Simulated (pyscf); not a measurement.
•HC=CH–C(Cl)(Cl)–Cl (SMILES [CH]=CC(Cl)(Cl)Cl) → Cl–C•(Cl)–Cl (SMILES Cl[C](Cl)Cl) + HC≡CH (SMILES C#C) (bond scission; doublet surface; C–C broken, none formed). Single points on ωB97X-D3(BJ)/def2-SVP structures (PySCF, gas phase). Energies in eV from the reactant's lowest minimum found.

```
level                      barrier  reaction energy
----------------------  ----------  ---------------
ωB97X-D3(BJ)/def2-TZVP        1.26            +0.93
PBE/def2-TZVP           (withheld)            +0.79
B3LYP-D3(BJ)/def2-TZVP  (withheld)       (withheld)
PBE0-D3(BJ)/def2-TZVP         1.26            +1.01
ωB97M-D3(BJ)/def2-TZVP        1.19            +0.82
HF/def2-TZVP                  1.49            +0.74
```

**Question.** What belongs in the gaps?

**Answer.** 
- PBE/def2-TZVP, barrier: 1.04
- B3LYP-D3(BJ)/def2-TZVP, barrier: 1.07
- B3LYP-D3(BJ)/def2-TZVP, reaction energy: +0.80

The functionals in the table span 0.21 eV in this barrier, from PBE to ωB97X-D3(BJ). •HC=CH–C(Cl)(Cl)–Cl lies 1.66 eV over its isomer Cl–CH=CH–C•(Cl)–Cl, and others may lie lower still (electronic energy, ωB97M-D3(BJ)). This is the saddle that the search found; another between the same sides may lie lower.
